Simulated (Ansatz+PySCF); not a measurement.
Two shapes of quartet H2NO in separate pieces.

Shape 1:

```xyz
4

O     0.0000    0.0000   -0.1085
H     0.0000    0.0000    0.8679
N    30.0000    0.0000   -0.4711
H    30.0000    0.0000    3.2974
```

Shape 2:

```xyz
4

O     0.0000    0.0000   -0.3906
H     0.0000    0.0000    3.1246
N    30.0000    0.0000   -0.1308
H    30.0000    0.0000    0.9159
```

Basis set: 6-31G (spherical functions). Left uncorrelated: 2 orbitals. Charge 0, multiplicity 4.

Computed with Ansatz (development build ahead of 0.2.0); each method stands on the lowest determinant of its kind that the runs found.

(1) Which shape is lower in energy, and by how much in each method?

## Answers

(1)

| method | E(2) − E(1) (eV) |
| --- | --- |
| UHF | 0.680 |
| UHF-MP2 | 0.936 |
| UHF-CCSD | 0.826 |
| UHF-CCSD(T) | 0.824 |

Shape 1 is lower. Caution: the unrestricted determinant is a mixture of spin states; the determinant breaks the point group. Caution for UHF-MP2, UHF-CCSD, UHF-CCSD(T): bonds are stretched, where a single reference can fail.
